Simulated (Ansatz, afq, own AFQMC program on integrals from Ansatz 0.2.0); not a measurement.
BS, doublet: AFQMC among the cluster methods

```xyz
2

B     0.0000    0.0000    0.0000
S     0.0000    0.0000    2.1910
```

Basis 6-31G. Only valence electrons are correlated. Integrals, coupled cluster, full CI and functionals: Ansatz 0.2.0; the random walks run on the same integrals in our own AFQMC program. The CISD trial takes its coefficients from CCSD amplitudes. Released means that phaseless walkers are propagated on without the constraint, phases kept. Uncertainties: one standard error, sampling alone.

Determinant: UHF, the one that the program's search chose, which needn't be the lowest solution. The geometry is a point of a scan.

Full CI on the same integrals is exact in this basis and with this determinant's frozen core.

Cautions: an unrestricted solution with more broken spin lies lower (474 meV, ⟨S²⟩ 1.09); strong correlation (T1 0.080, weight of the determinant 0.78, largest double 0.10); (T) is large, 8 % of the CCSD correlation; unrestricted determinant slightly spin contaminated (⟨S²⟩ 0.81 against 0.75); the released energies have errors that jump between times, so the bars are unsure, so no released level is given (meV from the phaseless value at times in 1/Eh: -36 ± 29 at 0.24, -10 ± 8 at 0.51, -29 ± 10 at 0.99, -48 ± 14 at 1.62, -41 ± 11 at 2.40).

* T1 diagnostic: 0.0800
* weight of the determinant in the CISD state: 0.782
* ⟨S²⟩ of the determinant: 0.813
* size of the correlated space: 9 electrons in 16 orbitals

```json
{"level": "MP2", "correlation energy (eV)": "-2.3589"}
{"level": "CCSD", "correlation energy (eV)": "-3.2034"}
{"level": "CCSD(T)", "correlation energy (eV)": "-3.4533"}
```

**Question.** Estimate where full CI lies against CCSD(T) on the same integrals.

**Answer.** 7.1 kJ/mol below CCSD(T).

Reference: full CI, correlation energy -3.527 eV. The cautions show a poor starting determinant, so the rows tell how each method copes with it here, and full CI is the sure value.

```tsv
level	E − E(reference) (kJ/mol)	share of correlation (%)
CCSD(T)	7.1	97.91
CCSDT	-0.1	100.02
CCSDT(Q)	-6.2	101.83
CCSDTQ	-1.3	100.38
ph-AFQMC/CISD	6.2 ± 0.9	98.18
```

CCSDT and higher add their correlation energy to the determinant of the CCSD(T) run, since their own runs factorise the integrals more tightly (a shift of under 2 meV). A walk keeps the symmetry of its determinant, which the program's search chose and which needn't be the lowest solution, so a lower state of the same spin and another symmetry isn't excluded.
